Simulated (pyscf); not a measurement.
Optimised with ωB97X-D3(BJ)/def2-SVP in PySCF.

Question: Estimate the classical barrier height and the reaction energy of H₃Si–S–SiH₃ (SMILES [SiH3]S[SiH3]) + H₂S (SMILES S) → H₃Si–SH (SMILES [SiH3]S) + H₃Si–SH (SMILES [SiH3]S) at ωB97M-D3(BJ)/def2-TZVP. The step runs on the singlet surface, breaks S–Si, H–S and forms S–Si, H–S; take the separated reactants as zero.

Answer: ΔE‡ = 163.5 kJ/mol, ΔE = +6.9 kJ/mol. Zero-point energy shifts the barrier by +0.3 kJ/mol. It is a four-centre exchange, with an imaginary mode of 847i cm⁻¹. On the product side the descent ends in a complex, 18.6 kJ/mol under the separated species and 163.6 kJ/mol under the saddle at ωB97X-D3(BJ)/def2-TZVP. One saddle was located; it need not be the lowest between these sides.
